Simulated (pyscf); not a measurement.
# Four-centre exchange: H₂B–NH₂ + SiH₄ -> H₂B–NH–SiH₃ + H₂

Gas phase, singlet surface, charge 0. Bonds broken: N2–H5, Si7–H8. Bonds formed: N2–Si7, H5–H8. Structures and frequencies: ωB97X-D3(BJ)/def2-SVP in PySCF.

Transition state (Å):

```xyz
11

B     -1.9585    -1.0352    -0.2300
N     -1.7029     0.3431     0.0813
H     -1.1541    -1.5916    -0.9397
H     -2.9380    -1.5977     0.1942
H     -1.1366     0.8743    -0.8371
H     -2.3954     0.8450     0.6393
Si     0.1856     0.8175     0.5057
H     -0.0949     1.1746    -1.2185
H      1.3738     0.0243     0.0763
H     -0.0011     0.3119     1.9262
H      0.3465     2.2839     0.7100
```

One imaginary mode, 1496i cm⁻¹; descent along it reached the two sides named.

```json
[
 {"bond": "N2–H5", "change": "breaks", "reactant side (Å)": "1.013", "saddle": "1.203", "product side": "2.9"},
 {"bond": "Si7–H8", "change": "breaks", "reactant side (Å)": "1.490", "saddle": "1.783", "product side": "3.6"},
 {"bond": "N2–Si7", "change": "forms", "reactant side (Å)": "3.4", "saddle": "1.993", "product side": "1.763"},
 {"bond": "H5–H8", "change": "forms", "reactant side (Å)": "2.9", "saddle": "1.149", "product side": "0.760"}
]
```

Electronic energies relative to the separated reactants (kcal/mol):

| level | barrier | reaction energy | reverse barrier |
|---|---|---|---|
| ωB97X-D3(BJ)/def2-TZVP | 56.7 | -4.6 | 61.3 |
| PBE/def2-TZVP | 53.5 | -1.4 | 54.9 |
| r²SCAN/def2-TZVP | 54.3 | -3.6 | 57.8 |
| B3LYP-D3(BJ)/def2-TZVP | 57.7 | -3.4 | 61.1 |
| PBE0-D3(BJ)/def2-TZVP | 54.2 | -2.5 | 56.7 |
| M06-2X/def2-TZVP | 56.9 | -6.2 | 63.1 |
| ωB97M-D3(BJ)/def2-TZVP | 57.5 | -3.2 | 60.7 |
| HF/def2-TZVP | 75.4 | -0.9 | 76.2 |

With ωB97M-D3(BJ)/def2-TZVP energies and thermal terms (ideal gas, 1 atm, RRHO with modes under 100 cm⁻¹ raised to 100, one conformer, R ln 2 for chiral ones without a mode under 150 cm⁻¹), in kcal/mol:

```csv
T (K),ΔH‡,ΔG‡,ΔH,ΔG
298,55.1,64.0,-6.0,-5.2
600,55.4,73.0,-4.7,-4.8
900,56.2,81.6,-3.8,-5.1
1200,57.1,89.9,-3.0,-5.6
```

The same reactants have a lower exit, to BH₃ + H₂N–SiH₃ (highest point, the separated products, at +27.7 kcal/mol at ωB97M-D3(BJ)/def2-TZVP, against +57.5 kcal/mol here). One saddle was located; it need not be the lowest between these sides.
